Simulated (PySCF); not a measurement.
**Which functional comes closest?**

Molecule: `S`, H2S.

Cartesian coordinates in Å; atom numbers follow the order of the lines, from 1:
```xyz
3

S    -0.6197   -0.0135   -0.1157
H     0.3081    0.9208    0.1787
H     0.2951   -1.0046   -0.0828
```

Geometry PBE0-D3(BJ)/def2-SVP throughout; GIAO in PySCF 2.14, gas phase, one conformer, non-relativistic; equivalent atoms averaged; basis pcSseg-2.

Reference values (HF/multiwavelet basis limit; gas (isolated, no vibration); Jensen, Fla, Jonsson, Monstad, Ruud, Frediani, PCCP 2016, 18, 21145): σ(S1) = 711.3 ppm, σ(H2/H3) = 30.53 ppm.

How do the functionals HF, LDA, PBE, BLYP, BP86, OPBE, KT2, KT3, B97-D, B3LYP, PBE0, mPW1PW91, WP04, B97-2, BHandHLYP, CAM-B3LYP, wB97X-D, LC-wPBE perform against the reference? Times are CPU seconds on shared hosts with different chips, so compare them loosely.

Answers


```
functional                    kind     S1  H2/H3  abs. error S  abs. error H  core-s
        HF            Hartree–Fock  702.4  30.25           8.9          0.28    0.32
       LDA                     LDA  709.5  30.00           1.8          0.53    0.83
       PBE                     GGA  699.2  30.48          12.1          0.05       1
      BLYP                     GGA  675.5  30.72          35.8          0.19       1
      BP86                     GGA  692.2  30.53          19.1          0.00     1.1
      OPBE                     GGA  718.2  30.41           6.9          0.12     1.1
       KT2                     GGA  715.3  30.47           4.0          0.06     1.1
       KT3                     GGA  707.2  30.65           4.1          0.12     1.1
     B97-D                     GGA  686.7  30.63          24.6          0.10     1.1
     B3LYP           global hybrid  682.9  30.54          28.4          0.01    0.73
      PBE0           global hybrid  705.8  30.30           5.5          0.23    0.74
  mPW1PW91           global hybrid  699.9  30.36          11.4          0.17    0.75
      WP04           global hybrid  634.6  30.88          76.7          0.35     1.5
     B97-2           global hybrid  699.5  30.42          11.8          0.11     1.5
 BHandHLYP           global hybrid  691.1  30.36          20.2          0.17     1.5
 CAM-B3LYP  range-separated hybrid  690.4  30.37          20.9          0.16     1.8
   wB97X-D  range-separated hybrid  696.4  30.36          14.9          0.17     1.9
   LC-wPBE  range-separated hybrid  705.6  30.24           5.7          0.29     2.4
```

For ³³S the closest is LDA (1.8 ppm) and the furthest WP04 (76.7 ppm).

For ¹H the closest is BP86 (0.00 ppm, with B3LYP practically level) and the furthest LDA (0.53 ppm). One molecule is a small sample, and the reference may use another geometry.
